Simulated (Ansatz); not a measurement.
Geometry optimisation, RKS PBE0/def2-SVPD (Ansatz 0.2.0).

Input file:

```yaml
crystal:
  periodic: [false, false, false]
  atoms:
    - { symbol: Al, position_ang: [0.0, 0.0, 0.0] }
    - { symbol: Cl, position_ang: [0.0, 0.0, 2.23] }
    - { symbol: H, position_ang: [1.351, 0.0, -0.78] }
    - { symbol: F, position_ang: [-1.4635, 0.0, -0.845] }
basis:
  gaussian: { orbitals: def2-SVPD }
hamiltonian:
  xc: pbe0
relax:
  f_tol: 0.02
  max_steps: 40
```

Run as:

```bash
$ ansatz run input.yaml --threads 1 --pin off --max-ram 2048MiB --backend cpu --events-out ev --progress --plain --runs-dir out
```

Where does it end, and by what steps?

It converged. After 5 steps the energy has fallen by 0.132 eV; Cl2 moved furthest, 0.11 Å.

| step | energy less start (eV) | largest force component (eV/Å) | accepted |
| --- | --- | --- | --- |
| 0 | 0.0000 | 1.690 | yes |
| 1 | -0.1231 | 0.453 | yes |
| 2 | -0.1318 | 0.149 | yes |
| 3 | -0.1325 | 0.039 | yes |
| 4 | -0.1325 | 0.029 | yes |
| 5 | -0.1325 | 0.000 | yes |

```xyz
4
Properties=species:S:1:pos:R:3
Al 0.015 0.000 0.030
Cl -0.035 0.000 2.128
H 1.354 0.000 -0.776
F -1.447 0.000 -0.777
```

Whether the end is a true minimum wasn't checked by a vibrational analysis.

The run took 26 s on 1 thread of Arm Neoverse N1, with other jobs on the host, peak memory 0.14 GiB.
